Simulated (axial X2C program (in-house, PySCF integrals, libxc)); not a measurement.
## PS: from the spin-free to the two-component result

Calculated with an in-house relativistic program for diatomic molecules. Spin-free means the one-electron spin-free X2C Hamiltonian; two-component (2c) means X2C with spin–orbit coupling and atomic mean-field two-electron Coulomb and Gaunt terms, so the difference of the two also holds small scalar two-electron terms. Basis: S dyall-av3z [9s8p3d2f], P dyall-v3z [8s7p2d1f] (cores contracted in-house); Gaussian nuclei, density fitting, unrestricted open shells. Masses: S 31.972 u, P 30.974 u.

Spin-free state: M_S = 1/2, Λ = 1 (beyond evenly filled blocks: π+α); fragments S + P.

```
level  Re (Å)  ωe (cm⁻¹)  De (eV)  μ (D)
 PBE0   1.901      764.9    4.351   0.65
B3LYP   1.913      738.2    4.385   0.68
```

Dipoles are positive if P is the positive end.

(1) Within this multiplet, which Ω should lie lowest by the rule for regular and inverted multiplets?

Two-component determinant lowest at the distance of the search:

Ω = 1/2 (⟨Sz⟩ = -0.50, ⟨Lz⟩ = 1.00 at PBE0); fragments S + P.

| level | Re (Å) | ωe (cm⁻¹) | De (eV) | μ (D) |
| --- | --- | --- | --- | --- |
| PBE0 | 1.902 | 764.5 | 4.370 | 0.65 |
| B3LYP | 1.913 | 737.8 | 4.404 | 0.68 |

(2) From the two tables, how do the constants change at the PBE0 level (2c against spin-free)?

The state is a single determinant with fixed occupations, the lowest that a limited PBE0 search found. Dissociation energies refer to the lowest single-determinant-based atoms at the same level and basis. Density functionals use the spin component along the axis (collinear). The 2c atoms are single determinants rather than J levels; their spin–orbit lowering is only partly caught, and De is too large by that part. This holds for PBE0, B3LYP. Without a current term, density functionals place determinants with orbital angular momentum somewhat too high. The determinant is spin-polarised beyond a pure state at some levels (its spin-free form has ⟨S²⟩ too high), which makes Re and μ there less reliable.

Answers

(1) The open π shell holds one electron, so the multiplet is regular: Ω = Λ − 1/2 = 1/2. The PBE0 2c search agrees, though Ω = 3/2 of the search lies only 0.04 eV higher.

(2) At the PBE0 level Re is unchanged within 0.001 Å and ωe decreases by 0.4 cm⁻¹; De is not compared, since the atomic limits differ or miss part of their spin–orbit lowering.
